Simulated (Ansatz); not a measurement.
Compare A (`C1CC2=C1CC2`) with its isomer B (`C=CCC#CC`).

Program: Ansatz. Geometries: PBE0-D4/def2-TZVP. ΔE: electronic, gas phase. CBS: MP2 limit from def2 TZ/QZ plus the TZ coupled-cluster correction, frozen cores. DFT in def2-TZVPP. B3LYP here is the variant with VWN-RPA as its local correlation; programs differ in this. Each species was taken in one conformer, which may not be the lowest.

(1) Which is lower in electronic energy at CCSD(T)/CBS, and by how much? (Best estimate.)

(2) Give E(B) − E(A) in kJ/mol with B3LYP-D4, MP2/def2-TZVPP, B2PLYP, ωB97M-V, PBE0-D4, r2SCAN-D4, PBE-D4. (An estimate is asked.)

Largest T1 diagnostic: 0.011.

## Answers

(1) The calculation gave: B, by 140.6 kJ/mol.

(2) Ansatz gave: B3LYP-D4 -158.5, MP2/def2-TZVPP -132.9, B2PLYP -157.4, ωB97M-V -130.3, PBE0-D4 -110.7, r2SCAN-D4 -134.2, PBE-D4 -114.6. None reverses the order clearly.

The D4 term adds +5.2 kJ/mol with B3LYP and +2.6 kJ/mol with PBE0; it sums over pairs of atoms, weighted by their polarisabilities, and B3LYP, whose exchange is more repulsive, gets the larger term. In def2-TZVPP, CCSD(T) changes the Hartree–Fock value by +54.0 kJ/mol (the triples alone add +5.5 kJ/mol) and MP2 by +60.6 kJ/mol.
